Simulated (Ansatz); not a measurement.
CH6Al2 (`[AlH2][CH2][AlH2]`), relaxed with RKS PBE-D4/def2-SVP in Ansatz 0.2.0 from a rough embedded geometry. The force threshold is 0.03 eV/Å; the program also tests the step.

Total charge 0; spin multiplicity 1.

Start:

```xyz
9

Al    0.980    1.208    0.395
C     0.478   -0.412   -0.517
Al   -1.391   -0.860   -0.016
H     0.210    2.539    0.177
H     2.241    1.242    1.441
H     0.560   -0.248   -1.602
H     1.173   -1.263   -0.236
H    -2.481   -0.998   -1.172
H    -1.770   -1.208    1.531
```

(1) How much energy does the relaxation release, and in how many steps? (Estimate.)

(2) Which bonds change most? (Best estimate.)

(3) Give the relaxed structure. (An estimate is asked.)

Answers

(1) Ansatz gave: 3.00 kcal/mol, in 11 steps.

(2) Computed: Al1–H4 from 1.553 to 1.604 Å; Al1–H5 from 1.639 to 1.605 Å; C2–Al3 from 1.987 to 1.953 Å; Al1–C2 from 1.925 to 1.953 Å.

(3) The calculation gave: 
```xyz
9

Al    1.028    1.309    0.333
C     0.421   -0.374   -0.449
Al   -1.363   -1.012    0.025
H     0.725    2.695   -0.417
H     1.804    1.308    1.737
H     0.439   -0.246   -1.555
H     1.142   -1.163   -0.135
H    -2.633   -0.566   -0.850
H    -1.563   -1.950    1.311
```
